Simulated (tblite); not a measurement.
C₄H₆S (charge +1 and doublet state).
Cartesian coordinates in Å at the GFN2-xTB level; atoms count from 1:
```
atom  x, y, z in Å
C1     1.5973   -0.2432   -0.4557
C2     0.9082   -0.1203    0.6850
C3    -0.5151    0.0909    0.7486
C4    -1.3320    0.1867   -0.4908
S5    -1.3067    0.2360    2.1756
H6     2.6647   -0.3999   -0.4315
H7     1.1494   -0.1952   -1.4355
H8     1.4249   -0.1793    1.6332
H9    -0.9698    1.0123   -1.1069
H10   -2.3867    0.3472   -0.2771
H11   -1.2288   -0.7325   -1.0710
```

All values are computed: GFN2-xTB (tblite) harmonic vibrations without scaling, gas phase. Against measured fundamentals such values can be off by several per cent, at times by over 20. One conformer, not necessarily the lowest. Open shells enter through the occupations alone, without spin polarisation, and single modes of such species can be off by tens of per cent.

Harmonic wavenumbers (cm⁻¹): 100.2, 153.1, 233.3, 284.3, 364.2, 440.9, 610.1, 740.5, 904.1, 937.7, 942.0, 980.2, 999.1, 1140.6, 1199.5, 1287.5, 1338.2, 1350.8, 1407.8, 1418.8, 1566.1, 2985.7, 2996.2, 3048.2, 3073.6, 3089.2, 3121.1.

A = 7926, B = 2762, C = 2074 MHz; mass 86.019 u (most abundant isotopes); point group Cs, symmetry number 1; spin multiplicity 2.

Q: What is the zero-point energy?

A: Half the sum of the wavenumbers: 18356 cm⁻¹ = 219.59 kJ/mol.

Q: Give the ideal-gas entropy at 350 K and 1 bar in the rigid-rotor, harmonic-oscillator model (classical rotation).

A: Translation 167.74, rotation 112.30, vibration 64.95, spin (R ln 2) 5.76: S = 350.8 J/(mol K).

Q: And Cp and H(350 K) − H(0)?

A: Cp = 108.95 J/(mol K), of which vibrations give 75.70 (their classical limit is 27 R = 224.5); H(350 K) − H(0) = 24.46 kJ/mol without the zero-point energy, 12.82 from vibrations.

Q: Blend soft modes into free rotors: weight 1/[1 + (100 cm⁻¹/ν̃)⁴] for the oscillator and the rest for a rotor with moment μB/(μ + B), μ = h/(8π²ν), B = 10⁻⁴⁴ kg m². What vibrational entropy results?

A: 63.19 J/(mol K) in place of 64.95, which changes −T·S at 350 K by +0.61 kJ/mol.

Q: Which modes carry the vibrational entropy at 350 K?

A: 100.2 cm⁻¹: 15.75; 153.1 cm⁻¹: 12.30; 233.3 cm⁻¹: 8.97; 284.3 cm⁻¹: 7.48; 364.2 cm⁻¹: 5.69; 440.9 cm⁻¹: 4.42 J/(mol K); the other 21 give 10.33 together.

Q: How do the functions run with temperature in this model?

A: 
```
T (K)  S (J/(mol K))  Cp (J/(mol K))  H − H(0) (kJ/mol)  G − H(0) (kJ/mol)  ln q(vib)
  100          255.8            53.8               4.12             -21.46       0.45
  200          300.0            75.7              10.63             -49.38       1.56
  300          334.8            97.8              19.29             -81.16       2.78
  500          394.8           138.4              43.11            -154.29       5.31
  800          469.2           177.7              91.06            -284.29       9.06
 1000          510.8           194.9             128.41            -382.38      11.42
```

q(vib) and H(0) count from the zero-point level.

Q: What must be added to the electronic energy to get the Gibbs energy at 350 K and 1 bar?

A: ZPE + [H(350 K) − H(0)] − T·S = 219.59 + 24.46 − 122.76 = 121.29 kJ/mol.

Hindered rotation and anharmonicity are outside this model. Other conformers, if any are populated, would add a mixing term that is left out.
